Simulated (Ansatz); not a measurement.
Input for Ansatz (development build ahead of 0.2.0):

```yaml
crystal:
  periodic: [false, false, false]
  atoms:
    - { symbol: C, position_ang: [0.0, 0.0, 0.0] }
    - { symbol: C, position_ang: [0.0, 0.0, 1.52] }
    - { symbol: O, position_ang: [0.0, 1.36001, -0.44189] }
    - { symbol: H, position_ang: [-0.88183, -0.51833, -0.37659] }
    - { symbol: H, position_ang: [0.88183, -0.51833, -0.37659] }
    - { symbol: H, position_ang: [0.0, -1.02748, 1.88385] }
    - { symbol: H, position_ang: [0.88982, 0.51374, 1.88385] }
    - { symbol: H, position_ang: [-0.88982, 0.51374, 1.88385] }
    - { symbol: H, position_ang: [0.0, 1.38527, -1.40656] }
basis:
  gaussian: { orbitals: cc-pVDZ }
hamiltonian:
  xc: hf
correlation:
  method: mp2
  frozen_orbitals: { C: 1, H: 0, O: 1 }
```

The input is written out in the form of the current development build from the run's settings.

Results

```
Converged                       : yes
Reference energy                : -154.09171 hartree
Correlation energy              : -0.48043 hartree
Total energy                    : -154.57215 hartree
Spin squared of the determinant : 0.000
```
